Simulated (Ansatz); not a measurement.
**C₂H₄O₂ (singlet): the correlation ladder, STO-3G**

How much of the correlation energy of C₂H₄O₂ (singlet) does each wave-function method recover here?

Computed with Ansatz 0.2.0, Gaussian basis. Level: STO-3G, core rule «outside noble gas», up to 4 orbitals frozen.

The runs, in order: UHF; CCSD(T) on RHF; CCSD(T) on UHF; BCCD(T) on RHF; CISD; CCSDT(Q) on RHF; CCSDT(Q) on UHF; CISDTQ; CCSDTQ on RHF; CCSDTQ on UHF; CASSCF and MRCISD+Q, 8 electrons in 8 orbitals; CASSCF and NEVPT2, 8 electrons in 8 orbitals.

20 further runs of the same task are left out: 2 that didn't finish, 18 set aside as unsound or not needed.

**1. The geometry**

The geometry is an MP2(full)/6-31G* stationary point (not a proven minimum).

8 atoms, charge 0, spin multiplicity 1.

Atoms are counted from 1 here; the program's logs count them from 0.

Bond lengths: C1–O2 1.214 Å, C1–O3 1.345 Å, C1–H4 1.097 Å, O3–C5 1.443 Å, C5–H6 1.087 Å, C5–H7 1.090 Å, C5–H8 1.090 Å. Angles: O2–C1–O3 125.7°, O2–C1–H4 125.1°, O3–C1–H4 109.1°, C1–O3–C5 114.0°, O3–C5–H6 105.1°, O3–C5–H7 110.3°, O3–C5–H8 110.3°, H6–C5–H7 110.9°, H6–C5–H8 110.9°, H7–C5–H8 109.3°.

**2. UHF**

File in.yaml:

```yaml
crystal:
  periodic: [false, false, false]
  atoms:
    - {symbol: C, position_ang: [-0.879518, -0.063269, 0.000000]}
    - {symbol: O, position_ang: [-0.659328, -1.257612, 0.000000]}
    - {symbol: O, position_ang: [0.051691, 0.907438, 0.000000]}
    - {symbol: H, position_ang: [-1.876669, 0.395195, 0.000000]}
    - {symbol: C, position_ang: [1.408590, 0.417884, 0.000000]}
    - {symbol: H, position_ang: [2.031825, 1.308761, 0.000000]}
    - {symbol: H, position_ang: [1.592812, -0.185575, 0.889397]}
    - {symbol: H, position_ang: [1.592812, -0.185575, -0.889397]}
basis:
  gaussian: {orbitals: STO-3G}
magnetization: {spin_polarized: true, initial_magnetization: 0}
hamiltonian: {xc: hf}
output: {orbitals: {seedname: orbitals}}
```

On the command line:

```bash
$ ansatz run in.yaml --threads 1 --pin off --events-out ev --progress --plain --max-ram 2560MiB --backend cpu
```

The runs that follow: CCSD(T) on RHF; CCSD(T) on UHF; BCCD(T) on RHF; CISD; CCSDT(Q) on RHF; CCSDT(Q) on UHF; CISDTQ; CCSDTQ on RHF; CCSDTQ on UHF; CASSCF and MRCISD+Q, 8 electrons in 8 orbitals; CASSCF and NEVPT2, 8 electrons in 8 orbitals.

**Question.** What will the summary of the whole plan be? Wanted: RCCSDTQ below the RHF energy; RMP2 from RCCSDTQ; RCCSD from RCCSDTQ; RCCSD(T) from RCCSDTQ; RCCSDT(Q) from RCCSDTQ; MRCISD+Q frontier from RCCSDTQ; T1 diagnostic.

The runs gave:

| quantity | value |
| --- | --- |
| RCCSDTQ below the RHF energy | -7.0174 eV |
| RMP2 from RCCSDTQ | +1347.5 meV |
| RCCSD from RCCSDTQ | +236.9 meV |
| RCCSD(T) from RCCSDTQ | +35.4 meV |
| RCCSDT(Q) from RCCSDTQ | -0.4 meV |
| MRCISD+Q frontier from RCCSDTQ | +61.8 meV |
| levels within 1 kcal/mol (43 meV) | RCCSD(T), BCCD(T), RCCSDT, RCCSDT(Q) |
| T1 diagnostic | 0.013 |

In words: RCCSD(T) lands +35.4 meV from the yardstick (0.5 % of the correlation energy). These misses are within one basis, not against nature.
